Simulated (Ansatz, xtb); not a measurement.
## Two isomers of C3H7

Structure a is `C[CH]C`, a doublet and structure b is `[CH2]CC`, a doublet. Both are isolated molecules in the gas phase, relaxed with B3LYP-D3(BJ)/6-311G**; the shapes shown needn't be the lowest conformers.

a (Å):

```csv
atom,x (Å),y (Å),z (Å)
C,-1.8449,-1.6135,1.1689
C,-1.3838,-0.4008,1.9002
C,-1.1612,0.8842,1.1809
H,-2.8954,-1.5237,0.8432
H,-1.7770,-2.5146,1.7830
H,-1.2591,-1.7785,0.2557
H,-1.4226,-0.3954,2.9838
H,-2.1102,1.3449,0.8571
H,-0.5708,0.7361,0.2679
H,-0.6453,1.6195,1.8030
```

b (Å):

```yaml
atoms:
  - { symbol: C, position_ang: [-0.2960, -0.6026, 1.9664] }
  - { symbol: C, position_ang: [-1.7320, -0.7857, 1.6189] }
  - { symbol: C, position_ang: [-2.2168, 0.1492, 0.5045] }
  - { symbol: H, position_ang: [0.1862, 0.3585, 1.8286] }
  - { symbol: H, position_ang: [0.2547, -1.3740, 2.4904] }
  - { symbol: H, position_ang: [-1.9160, -1.8302, 1.3373] }
  - { symbol: H, position_ang: [-2.3575, -0.6218, 2.5141] }
  - { symbol: H, position_ang: [-3.2790, 0.0001, 0.2946] }
  - { symbol: H, position_ang: [-1.6598, -0.0247, -0.4198] }
  - { symbol: H, position_ang: [-2.0749, 1.1966, 0.7869] }
```

Quicker runs give these differences E(b) − E(a): GFN2-xTB +5.3 kcal/mol; HF/STO-3G +4.0 kcal/mol (at GFN2-xTB geometries); r2SCAN-D4/def2-SVP +4.3 kcal/mol (at GFN2-xTB geometries).

Q: Estimate E(b) − E(a) at the level CCSD(T)/def2-SVP + ΔMP2/def2-TZVPP.

A: Calculated at CCSD(T)/def2-SVP + ΔMP2/def2-TZVPP: E(b) − E(a) = +2.7 kcal/mol, so structure a lies lower.

The same difference at several levels:

| level | geometry | E(b) − E(a) (kcal/mol) | departure from the last row (kcal/mol) | job, with rough time for the two |
| --- | --- | --- | --- | --- |
| GFN2-xTB | GFN2-xTB | +5.3 | +2.6 | optimisation, 2.1 s |
| HF/STO-3G | GFN2-xTB | +4.0 | +1.3 | single point, 1.4 s |
| r2SCAN-D4/def2-SVP | GFN2-xTB | +4.3 | +1.6 | single point, 12 s |
| B3LYP-D3(BJ)/6-311G** | B3LYP-D3(BJ)/6-311G** | +3.8 | +1.2 | optimisation, 3 min |
| HF/def2-SVP | B3LYP-D3(BJ)/6-311G** | +2.8 | +0.1 | part of the CCSD(T) run |
| MP2/def2-SVP | B3LYP-D3(BJ)/6-311G** | +2.9 | +0.2 | part of the CCSD(T) run |
| CCSD(T)/def2-SVP | B3LYP-D3(BJ)/6-311G** | +3.1 | +0.4 | single point |
| CCSD(T)/def2-SVP + ΔMP2/def2-TZVPP | B3LYP-D3(BJ)/6-311G** | +2.7 |  | single point, 65 s |

As drawn, both hold the same kinds of bond in the same numbers. Structure a has 2 methyl groups, b 1.

The levels shown agree on the order. The largest departure from CCSD(T)/def2-SVP + ΔMP2/def2-TZVPP is that of GFN2-xTB, 2.6 kcal/mol. The last row adds to CCSD(T) the change of the MP2 difference between the two basis sets, here −0.4 kcal/mol.

With harmonic frequencies from B3LYP-D3(BJ)/6-311G** (ideal gas, rigid rotor, one conformer each, 298.15 K, 1 atm): on the last row, ΔE + ΔZPE = +2.9, ΔH = +2.7, ΔG = +3.2 kcal/mol.

Open shells are spin-unrestricted. The correlated steps freeze 3 core orbitals. Mirror images aren't counted in ΔG. Codes used: Ansatz 0.2.0, xtb 6.7.1; the last row on 2 threads of AMD EPYC (Zen 3) on a shared host.
